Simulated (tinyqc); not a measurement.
Hueckel theory of the pi electrons, for the molecule [CH2]C([CH2])=C (SMILES; centres numbered as the heavy atoms are written), step by step. One step of it, computed by the program tinyqc.

Problem. Energy, charges, bond orders. E = sum n x; q_r = z_r - P_rr; bond order p = P_rs; free valence = sqrt(3) - sum of p over the bonds of the atom.

x values: 1.732051  0.000000  0.000000  -1.732051

occupations: 2.000000  1.000000  1.000000  0.000000

charge and bond-order matrix P, lower triangle:
```
          1C        2C        3C        4C
1C  1.000000
2C  0.577350  1.000000
3C  0.000000  0.577350  1.000000
4C  0.000000  0.577350  0.000000  1.000000
```

Centres:
```
centre  z_r, pi electrons of the neutral centre         h
1C                                            1  0.000000
2C                                            1  0.000000
3C                                            1  0.000000
4C                                            1  0.000000
```

Bonds:
```
i  j  k
1  2  1
2  3  1
2  4  1
```

Give: pi energy = 4 alpha + this times beta; pi charges; Bond orders and lengths from R = 1.517 - 0.180 p; free valence of the carbons; gap between the highest filled and the next level.

Solution.

pi energy = 4 alpha + this times beta = 3.464

pi charges: 1C 0.000, 2C 0.000, 3C 0.000, 4C 0.000

Bond orders and lengths from R = 1.517 - 0.180 p (angstrom, C-C alone):
```
bond      p      R
1-2   0.577  1.413
2-3   0.577  1.413
2-4   0.577  1.413
```

free valence of the carbons: 1C 1.155, 2C 0.000, 3C 1.155, 4C 1.155

gap between the highest filled and the next level = 1.732 |beta|
